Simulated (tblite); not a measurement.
Record of a relaxation.

Compound: C₄H₇N₂ (doublet state).
Atom-mapped SMILES: `[CH2:1]=[CH:2][NH:3][CH:4][N:5]=[CH2:6]` (hydrogens: H7, H8 on C1; H9 on C2; H10 on N3; H11 on C4; H12, H13 on C6)
Bond orders are those of one Lewis drawing.

Computed with GFN2-xTB (tblite), gas phase: L-BFGS steps from a force-field or distance-geometry start until the largest atomic force falls under 0.01 eV/Å. 9 of its 41 geometries are shown.

Step 0: E = -486.4750 eV, largest atomic force 2.396 eV/Å
```
atom  x, y, z in Å  |  force x, y, z in eV/Å
C1     -2.500   -0.036   -1.286   -0.671   0.214  -0.921
C2     -1.613   -0.160   -0.318    0.861  -0.386   1.611
N3     -0.265    0.105   -0.394    0.140   0.341  -0.933
C4      0.690    0.004    0.548    0.743  -0.168   0.839
N5      2.009    0.289    0.398   -2.307  -0.217  -0.608
C6      2.753    0.113    1.422    1.403  -0.063   1.094
H7     -2.229    0.322   -2.276   -0.117  -0.124   0.287
H8     -3.545   -0.273   -1.108    0.437   0.099  -0.129
H9     -1.922   -0.524    0.670    0.136   0.153  -0.355
H10     0.074    0.444   -1.284   -0.010   0.063  -0.234
H11     0.320   -0.365    1.514    0.100   0.051  -0.052
H12     2.393   -0.254    2.404    0.072   0.152  -0.455
H13     3.831    0.335    1.365   -0.789  -0.116  -0.143
```

Step 5: E = -486.6227 eV, largest atomic force 0.268 eV/Å
```
atom  x, y, z in Å  |  force x, y, z in eV/Å
C1     -2.480   -0.029   -1.276   -0.037   0.022  -0.113
C2     -1.580   -0.164   -0.299   -0.031   0.002   0.030
N3     -0.243    0.119   -0.416   -0.084  -0.013  -0.021
C4      0.669   -0.014    0.577    0.060   0.001   0.049
N5      1.945    0.273    0.416   -0.091   0.051  -0.242
C6      2.753    0.114    1.422    0.061  -0.010   0.089
H7     -2.231    0.317   -2.263    0.131   0.030  -0.011
H8     -3.515   -0.267   -1.117    0.051  -0.017   0.076
H9     -1.906   -0.520    0.672    0.204   0.038  -0.010
H10     0.081    0.455   -1.318    0.057  -0.041   0.165
H11     0.304   -0.374    1.538   -0.256  -0.064   0.045
H12     2.400   -0.247    2.384   -0.003  -0.054   0.168
H13     3.800    0.338    1.334   -0.064   0.056  -0.225
```

Step 10: E = -486.6506 eV, largest atomic force 0.116 eV/Å
```
atom  x, y, z in Å  |  force x, y, z in eV/Å
C1     -2.468   -0.025   -1.282   -0.030  -0.014  -0.004
C2     -1.575   -0.161   -0.302    0.000  -0.007   0.030
N3     -0.244    0.118   -0.412    0.004   0.000  -0.006
C4      0.646   -0.025    0.596   -0.067  -0.005   0.002
N5      1.915    0.265    0.423   -0.030  -0.031   0.083
C6      2.739    0.114    1.418    0.052  -0.001   0.006
H7     -2.197    0.324   -2.263    0.002  -0.002   0.021
H8     -3.497   -0.269   -1.107   -0.042   0.014  -0.064
H9     -1.857   -0.513    0.680   -0.099  -0.016  -0.002
H10     0.105    0.454   -1.300    0.077   0.013   0.005
H11     0.241   -0.388    1.545   -0.007   0.004  -0.030
H12     2.413   -0.248    2.394    0.103   0.035  -0.040
H13     3.774    0.354    1.263    0.036   0.009  -0.001
```

Step 15: E = -486.6577 eV, largest atomic force 0.109 eV/Å
```
atom  x, y, z in Å  |  force x, y, z in eV/Å
C1     -2.473   -0.027   -1.285    0.018   0.024  -0.020
C2     -1.581   -0.161   -0.302   -0.004   0.001  -0.040
N3     -0.247    0.117   -0.411    0.006  -0.015   0.080
C4      0.631   -0.029    0.608    0.041  -0.020   0.046
N5      1.901    0.257    0.439    0.027   0.015  -0.025
C6      2.750    0.116    1.413   -0.014   0.011  -0.014
H7     -2.185    0.326   -2.258   -0.018   0.005  -0.048
H8     -3.507   -0.264   -1.127    0.012   0.006  -0.023
H9     -1.875   -0.515    0.678   -0.005   0.013  -0.043
H10     0.135    0.455   -1.286   -0.100  -0.028   0.033
H11     0.211   -0.396    1.547    0.013  -0.012   0.062
H12     2.457   -0.240    2.400    0.049  -0.001   0.026
H13     3.781    0.364    1.237   -0.024   0.001  -0.034
```

Step 20: E = -486.6657 eV, largest atomic force 0.094 eV/Å
```
atom  x, y, z in Å  |  force x, y, z in eV/Å
C1     -2.470   -0.018   -1.304    0.023  -0.001  -0.044
C2     -1.591   -0.163   -0.310   -0.055   0.000   0.056
N3     -0.255    0.108   -0.380   -0.059  -0.009  -0.052
C4      0.620   -0.045    0.643   -0.058   0.013  -0.022
N5      1.887    0.249    0.458   -0.037  -0.032   0.054
C6      2.766    0.122    1.407    0.033   0.002   0.010
H7     -2.180    0.332   -2.278    0.046   0.021  -0.031
H8     -3.508   -0.255   -1.165    0.057   0.009   0.019
H9     -1.909   -0.515    0.660   -0.056  -0.039   0.065
H10     0.126    0.444   -1.255    0.038   0.011  -0.006
H11     0.191   -0.409    1.580    0.082   0.003   0.025
H12     2.533   -0.230    2.411   -0.053   0.000  -0.034
H13     3.785    0.379    1.185    0.039   0.021  -0.039
```

Step 25: E = -486.6693 eV, largest atomic force 0.064 eV/Å
```
atom  x, y, z in Å  |  force x, y, z in eV/Å
C1     -2.462   -0.015   -1.317    0.003  -0.001   0.034
C2     -1.603   -0.163   -0.305    0.045  -0.010  -0.007
N3     -0.265    0.102   -0.369    0.022  -0.004   0.055
C4      0.612   -0.048    0.656    0.017  -0.009   0.018
N5      1.878    0.244    0.464   -0.003   0.007  -0.005
C6      2.772    0.125    1.401   -0.027  -0.001  -0.027
H7     -2.164    0.338   -2.289    0.045  -0.007   0.045
H8     -3.500   -0.249   -1.178   -0.031   0.007  -0.041
H9     -1.935   -0.521    0.661   -0.007   0.016  -0.037
H10     0.125    0.441   -1.241   -0.019  -0.018   0.047
H11     0.199   -0.414    1.600    0.008   0.014  -0.031
H12     2.550   -0.226    2.410   -0.008   0.019  -0.061
H13     3.787    0.387    1.159   -0.045  -0.012   0.011
```

Step 30: E = -486.6727 eV, largest atomic force 0.062 eV/Å
```
atom  x, y, z in Å  |  force x, y, z in eV/Å
C1     -2.451   -0.011   -1.325   -0.006   0.011  -0.005
C2     -1.613   -0.169   -0.298   -0.033  -0.016   0.011
N3     -0.275    0.091   -0.340   -0.018   0.005  -0.009
C4      0.604   -0.056    0.680   -0.002  -0.010  -0.006
N5      1.864    0.243    0.463    0.004   0.008  -0.022
C6      2.774    0.129    1.382    0.013   0.014  -0.007
H7     -2.120    0.345   -2.284    0.013   0.001  -0.005
H8     -3.494   -0.236   -1.214   -0.001   0.008  -0.039
H9     -1.974   -0.527    0.656    0.034  -0.008   0.051
H10     0.125    0.431   -1.206   -0.019   0.001  -0.018
H11     0.206   -0.421    1.627   -0.018  -0.007   0.025
H12     2.571   -0.216    2.394   -0.009  -0.009   0.014
H13     3.780    0.398    1.119    0.042   0.001   0.009
```

Step 35: E = -486.6739 eV, largest atomic force 0.019 eV/Å
```
atom  x, y, z in Å  |  force x, y, z in eV/Å
C1     -2.450   -0.009   -1.325    0.004  -0.009   0.004
C2     -1.619   -0.173   -0.291    0.003   0.011   0.008
N3     -0.281    0.089   -0.334   -0.002  -0.005  -0.006
C4      0.604   -0.059    0.681   -0.002   0.010  -0.008
N5      1.863    0.244    0.458    0.002  -0.008   0.017
C6      2.775    0.133    1.375   -0.001  -0.006   0.009
H7     -2.105    0.346   -2.280    0.008   0.000   0.015
H8     -3.495   -0.231   -1.232    0.005   0.003  -0.007
H9     -1.974   -0.530    0.666   -0.001  -0.002  -0.004
H10     0.117    0.428   -1.202   -0.017  -0.001  -0.007
H11     0.210   -0.422    1.633    0.005   0.004  -0.018
H12     2.567   -0.215    2.387    0.015   0.003  -0.001
H13     3.784    0.398    1.118   -0.018   0.000  -0.004
```

Step 40: E = -486.6741 eV, largest atomic force 0.009 eV/Å
```
atom  x, y, z in Å  |  force x, y, z in eV/Å
C1     -2.448   -0.010   -1.325    0.001   0.004   0.001
C2     -1.621   -0.172   -0.288    0.002  -0.008  -0.002
N3     -0.282    0.088   -0.333    0.003   0.004   0.002
C4      0.602   -0.058    0.682    0.002  -0.003   0.001
N5      1.862    0.243    0.459    0.000   0.004  -0.006
C6      2.775    0.133    1.375   -0.001  -0.001  -0.001
H7     -2.097    0.347   -2.277    0.008   0.002  -0.003
H8     -3.494   -0.229   -1.240   -0.004  -0.003   0.007
H9     -1.977   -0.531    0.668   -0.006   0.002   0.001
H10     0.111    0.427   -1.202   -0.005   0.000  -0.005
H11     0.208   -0.422    1.633   -0.004   0.000   0.000
H12     2.574   -0.214    2.388    0.000  -0.002   0.007
H13     3.783    0.400    1.112    0.004   0.001   0.000
```

Question: Summarise the path.

Answer: The energy falls by 19.21 kJ/mol from step 0 to step 40; nine tenths of that is first reached at step 13. It falls at every step. The largest force goes from 2.396 to 0.009 eV/Å. Among the bonds C4–N5 changes most, from 1.358 to 1.314 Å; the atoms move by 0.141 Å rms after alignment.

Question: Follow the three bonds and two angles with the largest change from start to end.

Answer: 
```tsv
step	E above end (kJ/mol)	largest force (eV/Å)	C4–N5 (Å)	C6–H13 (Å)	C6–H12 (Å)	N3–C4–N5 (°)	C4–N5–C6 (°)
0	19.21	2.396	1.358	1.101	1.109	126.6	116.6
2	9.03	0.460	1.321	1.075	1.095	125.0	117.4
3	7.45	0.393	1.323	1.078	1.094	124.7	118.0
5	4.96	0.268	1.318	1.074	1.087	122.8	118.8
7	3.60	0.254	1.315	1.073	1.091	121.4	118.6
9	2.48	0.241	1.314	1.073	1.094	120.9	118.8
10	2.26	0.116	1.313	1.073	1.092	120.9	119.1
12	2.04	0.121	1.312	1.072	1.088	121.0	119.8
14	1.70	0.122	1.312	1.074	1.087	120.7	120.6
16	1.49	0.115	1.313	1.075	1.091	120.3	120.8
17	1.37	0.132	1.314	1.075	1.092	120.1	120.7
19	1.00	0.158	1.314	1.074	1.091	119.6	121.2
21	0.69	0.079	1.313	1.074	1.088	119.3	122.4
23	0.57	0.082	1.313	1.075	1.089	119.3	122.8
24	0.52	0.065	1.314	1.076	1.090	119.3	122.7
26	0.38	0.097	1.314	1.076	1.092	119.0	122.2
28	0.21	0.070	1.314	1.075	1.091	118.5	122.1
30	0.13	0.062	1.314	1.074	1.088	118.3	122.4
31	0.10	0.055	1.314	1.074	1.088	118.2	122.5
33	0.04	0.034	1.315	1.075	1.088	118.2	122.4
35	0.02	0.019	1.315	1.075	1.089	118.2	122.2
37	0.01	0.019	1.314	1.075	1.089	118.3	122.2
38	0.00	0.018	1.314	1.075	1.089	118.3	122.3
40	0.00	0.009	1.314	1.075	1.089	118.3	122.4
```

What follows is the cost of the whole relaxation. Time: 0.16 s of wall time. Hardware: Arm Neoverse V1, one thread, shared host with 32 logical CPUs at a one-minute load of 32.
